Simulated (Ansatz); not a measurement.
We consider cubic BN, described by HSE06 (Ansatz, an electronic-structure program, PAW).

Total energies, extrapolated to zero smearing (they compare only within this program, potentials and cutoff; free atoms with spin allowed, lowest state found):

```json
[
 {"system": "cubic BN, relaxed", "energy (eV/atom)": "-271.2297"},
 {"system": "free B atom", "energy (eV/atom)": "-149.8134"},
 {"system": "free N atom", "energy (eV/atom)": "-378.9413"}
]
```

**Question.** Work out the cohesive energy per atom.

**Answer.** E_coh = [1 × (-149.8134) + 1 × (-378.9413)]/2 − (-271.2297) = 6.85 eV/atom. The reference value is 6.76 eV/atom (measured, static lattice: zero-point vibration energy added; as tabulated in Mejia-Rodriguez and Trickey (2018), arXiv:1807.09216), a difference of +0.09 eV/atom.

The PAW data were made under PBE.
